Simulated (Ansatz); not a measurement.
The input, for Ansatz 0.2.0:

```yaml
crystal:
  periodic: [false, false, false]
  atoms:
    - {symbol: B, position_ang: [0.110220, -0.715674, 1.073023]}
    - {symbol: Si, position_ang: [-0.054654, 0.002552, -0.773433]}
    - {symbol: B, position_ang: [0.021967, 0.862568, 0.919046]}
    - {symbol: H, position_ang: [0.105075, -1.646652, 0.184524]}
basis:
  gaussian: {orbitals: def2-SVP}
magnetization: {spin_polarized: false, initial_magnetization: 3}
hamiltonian: {xc: hf}
output: {forces: true, orbitals: {seedname: orbitals}}
```

```sh
$ ansatz run in.yaml --threads 1 --pin off --events-out ev --progress --plain --max-ram 2393MiB
```

(1) Roughly how long does this take on 1 thread of Arm Neoverse V1, shared host, and how much host memory?

```
507 factors; integrals over basis functions are off by at most 1.3e-3 eV
mean field evaluation 1: about -9209.2135 eV, gradient 1.3e1 eV
mean field evaluation 2: about -9209.2593 eV, gradient 1.3e1 eV
mean field evaluation 4: about -9211.0134 eV, gradient 4.1e0 eV
mean field evaluation 8: about -9211.2719 eV, gradient 7.6e-1 eV
mean field evaluation 16: about -9211.3078 eV, gradient 3.8e-4 eV
mean field evaluation 32: about -9211.2884 eV, gradient 4.2e-1 eV
mean field evaluation 64: about -9211.3052 eV, gradient 1.2e-1 eV
mean field evaluation 96: about -9210.7287 eV, gradient 1.0e0 eV
mean field evaluation 128: about -9211.3078 eV, gradient 1.0e-2 eV
mean field -9211.30784257 eV, -338.5093195658 hartree, gradient 2.1e-5 eV, S^2 3.750000; 4 other end points of the search recorded, 0 dependent functions left out
the calculation of the forces begins
reference -9211.30784257 eV, -338.5093195658 hartree; 14, 11 occupied and 37, 40 virtual orbitals, 507 factors
Total energy: -9211.30784257 eV, -338.5093195658 hartree
Atom 0 at     0.110220    -0.715674     1.073023 Å, force     0.091708    -2.048591    -0.274546 eV/Å
Atom 1 at    -0.054654     0.002552    -0.773433 Å, force     0.004386    -0.455770    -0.308733 eV/Å
Atom 2 at     0.021967     0.862568     0.919046 Å, force    -0.057519     1.371407     0.154840 eV/Å
Atom 3 at     0.105075    -1.646652     0.184524 Å, force    -0.038576     1.132954     0.428440 eV/Å
Dipole moment:    -0.013826    -0.095700    -0.286640 e Å
```

Forces (eV/Å):
```
B    0.092 -2.049 -0.275
Si   0.004 -0.456 -0.309
B   -0.058  1.371  0.155
H   -0.039  1.133  0.428
```

Results:

(1) 1.2 s wall and 0.06 GiB.
